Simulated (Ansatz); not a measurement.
GeS (Pnma, No. 62) was calculated with LDA in Ansatz (PAW).

Numerical settings: plane-wave cutoff 500 eV, 4×12×10 k mesh (along the axes of the cell as run), gaussian smearing 0.02 eV, scalar-relativistic PAW data made under PBE.

Cell (relaxed at this level):

```
GeS
1.0
   10.18146     0.00000     0.00000
    0.00000     3.63996     0.00000
    0.00000     0.00000     4.09524
Ge S
4 4
Direct
  0.88160   0.25000   0.38016
  0.11840   0.75000   0.61984
  0.61840   0.75000   0.88016
  0.38160   0.25000   0.11984
  0.64701   0.25000   0.49289
  0.35299   0.75000   0.50711
  0.85299   0.75000   0.99289
  0.14701   0.25000   0.00711
```

Task: Predict the band gap.

Result: 
band gap: 0.71 eV (on the SCF k mesh)

Measured, for comparison: band gap 1.65 eV (room temperature, not corrected to a static lattice, our sources range from 1.58 to 1.65; as tabulated in Setten et al. (2017), arXiv:1709.07349).

Note: the volume lies 7 % below that of the published cell.

Spin–orbit coupling is not included.

Computed values are for the static lattice.

Computing time: about 9 core-minutes (a rough figure).

Ansatz is a quantum-chemistry and plane-wave program.
